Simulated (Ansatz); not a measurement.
bcc Mo, treated with PBEsol (Ansatz, an electronic-structure program, PAW).

Numerical settings: plane-wave cutoff 520 eV, 28×28×28 k mesh, Fermi–Dirac smearing 0.086 eV (set by the program), no spin polarisation, scalar-relativistic PAW data made under PBE.

Cell (relaxed at this level):

```yaml
crystal:
  lattice:
    - [-1.56481, 1.56481, 1.56481]
    - [1.56481, -1.56481, 1.56481]
    - [1.56481, 1.56481, -1.56481]
  atoms:
    - { symbol: Mo, position: [0.00000, 0.00000, 0.00000] }
```

Q: Predict the elastic constant C12, elastic constant C11, elastic constant C44, Young modulus and Voigt–Reuss–Hill bulk modulus.

A: 
- elastic constant C12 = 174 GPa
- elastic constant C11 = 491 GPa
- elastic constant C44 = 105 GPa
- Young modulus = 324 GPa
- Voigt–Reuss–Hill bulk modulus = 280 GPa

Measured, for comparison: elastic constant C12 160 GPa, elastic constant C11 478 GPa, elastic constant C44 112 GPa (0 K, 300 K values taken to 0 K by the source's computed thermal shift; zero-point effects included; as tabulated in Gong and Corso (2024), arXiv:2406.16634). Computed (rounded) less measured: elastic constant C12 +9 %, elastic constant C11 +3 %, elastic constant C44 -6 %.

Note: shear constants of such metals converge slowly with the k mesh.

Elastic constants are with the ions relaxed.

Static lattice: no zero-point or thermal effects.
